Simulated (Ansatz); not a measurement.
# BFH₃Si radical: single points off equilibrium

An exercise on one series of results from a longer session: the logs are not shown, and one member is left open.

The runs use Ansatz 0.2.0, Gaussian basis; single points in def2-TZVPP.

Cores are frozen in the correlated methods. Orbitals are unrestricted. B3LYP uses VWN-RPA correlation.

## The starting structure

SMILES `FB[SiH2]`, 6 atoms, charge 0, spin multiplicity 2.

Atoms are counted from 1 here; the program's logs count them from 0.

Bond lengths: F1–B2 1.394 Å, B2–Si3 1.953 Å, B2–H4 1.213 Å, Si3–H5 1.345 Å, Si3–H6 1.437 Å. Angles: F1–B2–Si3 105.7°, F1–B2–H4 123.2°, Si3–B2–H4 130.4°, B2–Si3–H5 135.5°, B2–Si3–H6 118.5°, H5–Si3–H6 106.0°.

As a file:

```
F    -1.20580   -1.25720   -0.87690
B    -0.24850   -1.03350    0.11130
Si    0.20410    0.86250   -0.01000
H     0.26870   -1.92560    0.74950
H    -0.18930    1.89490   -0.77710
H     1.16780    1.39760    0.91130
```

Set-up of the first run:

run/in.yaml reads:

```yaml
crystal:
  periodic: [false, false, false]
  atoms:
    - {symbol: F, position_ang: [-1.205800, -1.257200, -0.876900]}
    - {symbol: B, position_ang: [-0.248500, -1.033500, 0.111300]}
    - {symbol: Si, position_ang: [0.204100, 0.862500, -0.010000]}
    - {symbol: H, position_ang: [0.268700, -1.925600, 0.749500]}
    - {symbol: H, position_ang: [-0.189300, 1.894900, -0.777100]}
    - {symbol: H, position_ang: [1.167800, 1.397600, 0.911300]}
basis:
  gaussian: {orbitals: def2-TZVPP}
magnetization: {spin_polarized: true, initial_magnetization: 1}
correlation: {method: ccsd_t}
scf: {omitted_lower_state_checks: [cluster_reference]}
output: {forces: true}
```

Launch:

```console
ansatz run in.yaml --threads 8 --pin off --events-out ev --progress --plain --max-ram 10444MiB
```

Steps of the session up to this table: CCSD(T)/def2-TZVPP; PBE0-D4/def2-TZVPP; wB97M-V/def2-TZVPP; r2SCAN-D4/def2-TZVPP; PBE-D4/def2-TZVPP; B3LYP-D4/def2-TZVPP; CAM-B3LYP-D4/def2-TZVPP.

One table of the session follows, with a row left open; its other results are not shown here.

```
      method  RMS force component (eV/Å)  angle to CCSD(T) forces (°)  dipole (D)
     CCSD(T)                       1.337                    reference        1.00
     PBE0-D4                       1.390                          3.6        1.09
     wB97M-V                       1.309                          3.4        1.06
   r2SCAN-D4                           ?                            ?           ?
      PBE-D4                       1.341                          7.8        1.00
    B3LYP-D4                       1.319                          2.2        1.10
CAM-B3LYP-D4                       1.355                          3.8        1.12
```

Estimate the missing values for r2SCAN-D4.

The run gave: RMS force component (eV/Å): 1.351; angle to CCSD(T) forces (°): 2.5; dipole (D): 0.98. In the column «RMS force component (eV/Å)» it lies between PBE-D4 (1.341) and CAM-B3LYP-D4 (1.355).

Limits of these values: The reference is not at the basis limit: in triple zeta CCSD(T) underbinds, which counts against methods that bind more; the gaps are no ranking.
